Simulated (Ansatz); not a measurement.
Relaxation of CH7AlS (10 atoms, charge 0, multiplicity 1), to a largest force component of 0.03 eV/Å in at most 50 steps.

Theory: RHF/def2-SVP (Ansatz 0.2.0).

```xyz
10
Properties=species:S:1:pos:R:3
Al -0.067 0.697 -0.302
H 0.132 -0.430 2.212
C 1.702 0.075 -0.872
H 1.751 -1.014 -0.944
H 1.919 0.467 -1.872
H 2.507 0.408 -0.212
H -1.424 0.020 -0.723
S -0.294 2.549 0.946
H 1.011 2.825 1.065
H 0.027 0.275 2.196
```

Q: Where does it end, and by what steps?

A: The forces met the threshold. The force dipped under the threshold on the way, but the program's further checks kept it going. After 14 steps the energy has fallen by 0.184 eV; H10 moved furthest, 0.80 Å.

```csv
step,energy less start (eV),largest force component (eV/Å),accepted
0,0.0000,1.626,yes
1,-0.1266,0.383,yes
2,-0.1556,0.336,yes
3,-0.1713,0.335,yes
4,-0.1797,0.121,yes
5,-0.1819,0.103,yes
6,-0.1457,1.446,no
7,-0.1838,0.011,yes
8,-0.1807,0.413,no
9,-0.1839,0.046,yes
10,-0.1840,0.043,yes
11,-0.1841,0.016,yes
12,-0.1842,0.039,yes
13,-0.1843,0.030,yes
14,-0.1843,0.017,yes
```

```xyz
10
Properties=species:S:1:pos:R:3
Al -0.044 0.891 -0.420
H 0.061 -0.982 2.504
C 1.711 0.155 -0.901
H 1.745 -0.926 -0.735
H 1.909 0.316 -1.967
H 2.536 0.608 -0.345
H -1.408 0.185 -0.770
S -0.247 2.817 0.626
H 1.055 3.097 0.739
H -0.053 -0.290 2.761
```

Time of the run: 19 s on 1 thread of Arm Neoverse V2, on a shared host, peak memory 0.14 GiB.
